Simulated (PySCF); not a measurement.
# C4H6O (CH3O ... C3H3): the cost of one run

Programs: PySCF 2.14.0, with routines of our own; each step states its level. All values are computed. Atoms count from 0.

## 1. The system as given

11 atoms, charge 0, high-spin multiplicity 3; geometry from: GFN2-xTB fragments, placed rigidly.

The system (radical pair): CH3O···C3H3. The radical centres are 3.12 Å apart, tilted by 45 degrees; the spin sites are atoms 0, 1, 2, 3, 4 (1 unpaired) and atoms 5, 6, 7, 8, 9, 10 (1 unpaired).

## 2. Magnetic exchange: CASSCF and SC-NEVPT2/def2-SVP (2,2)

Job settings and geometry (Å):

```
{"job": {"kind": "cas", "basis": "def2-SVP", "active": "magnetic", "zfs": true}, "charge": 0, "high_spin_multiplicity": 3, "spin_sites": [[[0, 1, 2, 3, 4], 1], [[5, 6, 7, 8, 9, 10], 1]]}
O     -0.588800     0.189400    -2.176000
C      0.722800     0.187400    -2.176000
H      1.114600     0.783400    -3.033500
H      1.114900     0.783900    -1.319100
H      1.189700    -0.813100    -2.175900
C     -0.588800     0.189400     0.948000
C      0.067200    -0.506500     2.060000
C     -1.254500    -0.502500     2.056500
H     -0.585200     1.246000     0.732700
H      0.971500    -0.783200     2.546200
H     -2.163300    -0.774400     2.537000
```

Method: CASSCF and SC-NEVPT2/def2-SVP spin states, gas phase.

Run with:

```bash
OMP_NUM_THREADS=1 python exch_run.py task.json out
```

This one command runs all jobs of the session in turn.

**Question.** How long does this first job take on 1 thread of Arm Neoverse V2, shared host?

About 3.3 s.
